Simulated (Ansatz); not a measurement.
Breaking a bond in H3O+ (oxonium)

The species is H3O+ (4 atoms), meant as a singlet with charge +1. SMILES: `[OH3+]`. The shape is that of a GFN2-xTB optimisation.

```xyz
4

O     0.1961   -0.0610   -0.0569
H     0.2142    0.9194    0.0165
H    -0.4134   -0.3666   -0.7657
H     0.0031   -0.4918    0.8061
```

The O1–H4 distance is scanned; the parts on either side stay rigid. Basis 6-31G, 1 core orbital frozen in the correlated methods; program Ansatz 0.2.0. FCI is exact within this basis and core. Energies in eV from each method's value at 0.984 Å; methods without a U are spin-restricted. The shape above is that at 0.984 Å.

| distance (Å) | B3LYP | BHLYP | B2PLYP | RPA@PBE | CCSD | FCI |
| --- | --- | --- | --- | --- | --- | --- |
| 0.984 | 0.00 | 0.00 | 0.00 | 0.00 | 0.00 | 0.00 |
| 1.230 | 0.76 | 0.87 | 0.77 | 0.68 | 0.76 | 0.75 |
| 1.476 | 2.01 | 2.22 | 2.03 | 1.85 | 2.03 | 2.00 |
| 1.967 | 4.05 | 4.41 | 4.10 | 3.63 | 4.16 | 4.09 |
| 2.459 | 5.21 | 5.71 | 5.27 | 4.36 | 5.47 | 5.32 |

Departure from the FCI curve at its largest: B3LYP -0.10 eV at 2.46 Å; BHLYP +0.39 eV at 2.46 Å; B2PLYP -0.05 eV at 2.46 Å; RPA@PBE -0.96 eV at 2.46 Å; CCSD +0.15 eV at 2.46 Å. For the functionals part of the departure is owed to the small basis.
